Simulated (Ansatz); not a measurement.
Computed with Ansatz on PBE0-D4/def2-TZVP structures; ΔE is electronic, products minus reactants. CCSD(T)/CBS adds triple-zeta CCSD(T) − MP2 to the extrapolated MP2 energy (def2 sets, frozen cores). Functionals use def2-TZVPP. B3LYP here is the variant with VWN-RPA as its local correlation; programs differ in this. Each species was taken in one conformer, which may not be the lowest.

`ClCCCCCl` + `COCF` → `COC(F)CCl` + `CCCCl`  (formal exchange of groups at a C–C bond)

`ClCCCCCl`:

```xyz
14

Cl    2.458    0.441   -1.488
C     0.970   -0.550   -1.591
C    -0.148    0.007   -0.744
C     0.148   -0.007    0.744
C    -0.970    0.550    1.591
Cl   -2.458   -0.441    1.488
H     1.251   -1.555   -1.276
H     0.697   -0.574   -2.644
H    -0.377    1.027   -1.071
H    -1.040   -0.596   -0.944
H     0.377   -1.027    1.071
H     1.040    0.597    0.944
H    -1.251    1.555    1.276
H    -0.697    0.574    2.644
```

`COCF`:

```xyz
9

C     0.724    0.766   -0.516
O    -0.631    0.425   -0.303
C    -0.808   -0.721    0.413
F    -0.437   -0.552    1.735
H     1.264   -0.064   -0.989
H     0.734    1.627   -1.182
H     1.220    1.027    0.423
H    -0.196   -1.548    0.026
H    -1.872   -0.961    0.395
```

`COC(F)CCl`:

```xyz
12

C     1.229    0.047   -1.431
O     0.826   -0.072   -0.081
C    -0.485    0.216    0.140
F    -0.699    1.587    0.047
C    -0.864   -0.188    1.544
Cl   -0.950   -1.952    1.689
H     1.172    1.085   -1.770
H     0.608   -0.583   -2.078
H     2.261   -0.294   -1.482
H    -1.139   -0.246   -0.612
H    -0.117    0.180    2.245
H    -1.843    0.219    1.789
```

`CCCCl`:

Z-matrix (Å, degrees):
```
C
C 1 1.517
H 1 1.091 2 111.0
H 1 1.092 2 111.0 3 120.1
H 1 1.094 2 111.1 3 -120.0
C 2 1.511 1 114.0 3 61.1
H 2 1.094 1 110.4 3 -61.9
H 2 1.097 1 109.9 3 -179.2
Cl 6 1.790 2 112.2 1 -64.7
H 6 1.089 2 111.6 1 176.4
H 6 1.091 2 111.6 1 54.3
```

```json
{"level": "PBE0-D4", "ΔE (kcal/mol)": "-2.5"}
{"level": "B3LYP-D4", "ΔE (kcal/mol)": "-2.6"}
```

**Question.** What does CCSD(T)/CBS give? (An estimate is asked.)

**Answer.** Computed: -2.5 kcal/mol. The listed levels differ from it by 0.0, -0.1 kcal/mol.

Largest T1 diagnostic among the species: 0.011.
